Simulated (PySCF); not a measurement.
## Working out the ionisation energy of Si

Si [Ne] 3s2 3p2 (3P) → Si⁺ [Ne] 3s2 3p1 (2P). All numbers are calculated (PySCF 2.14, the spin-free X2C one-electron Hamiltonian (Gaussian nucleus), in cc-pVDZ-DK). Frozen: [Ne]. Energies in hartree (1 hartree = 27.21139 eV):

```tsv
part	Si (lower)	Si⁺ (upper)
UHF	-289.452067	-289.171607
CCSD correlation	-0.063930	-0.053027
(T)	-0.000992	-0.000634
```

Question: What does Hartree-Fock give?

Answer: (-289.171607) − (-289.452067) = 0.280460 hartree = 7.632 eV.

Question: What do CCSD and CCSD(T) give?

Answer: The CCSD correlation energies differ by 0.010903 hartree = 0.297 eV and the triples by 0.000358 hartree = 0.010 eV, so CCSD gives 7.929 eV and CCSD(T) 7.939 eV.

Measured between the centres of the two terms (NIST): 8.157 eV, so CCSD(T) (valence) is off by -0.218 eV.

A double-zeta basis recovers only part of the correlation energy.

What remains against the reference includes basis incompleteness, the frozen core and higher excitations.
